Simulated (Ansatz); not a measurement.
in.yaml

```yaml
crystal:
  periodic: [false, false, false]
  atoms:
    - {symbol: C, position_ang: [0.000000, 0.000000, 0.000000]}
    - {symbol: Ga, position_ang: [0.000000, 0.000000, 4.367000]}
basis:
  gaussian: {orbitals: 6-31G}
magnetization: {spin_polarized: false, initial_magnetization: 3}
correlation: {method: bccd_t, electrons: valence, diis_vectors: 12}
nroots: 3
output: {forces: true}
```

```sh
$ ansatz run in.yaml --threads 1 --pin off --events-out ev --progress --plain --max-ram 2393MiB
```

One thing in this input was set wrong on purpose, beside settings that are merely unusual. What is the gravest fault, and what does the program do?

Unknown input key. How the run ends: refused.
```
Error: YAML parse error: error: line 10 column 1: unknown field `nroots`, expected one of crystal, accuracy, basis, kpoints, hamiltonian, magnetization, projection, total_charge, correlation, batch, efield, external_charges, scf, relax, neb, saddle, md, ramp, phonons, dielectric, real_time, elastic, magnetic_configurations, gw, evaluate, workflow, output, checkpoint, execution
  --> <input>:10:1
   |
 8 | magnetization: {spin_polarized: false, initial_magnetization: 3}
 9 | correlation: {method: bccd_t, electrons: valence, diis_vectors: 1…
10 | nroots: 3
   | ^ unknown field `nroots`, expected one of crystal, accuracy, basis, kpoints, hamiltonian, magnetization, projection, total_charge, correlation, batch, efield, external_charges, scf, relax, neb, saddle, md, ramp, phonons, dielectric, real_time, elastic, magnetic_configurations, gw, evaluate, workflow, output, checkpoint, execution
11 | output: {forces: true}
   |
```
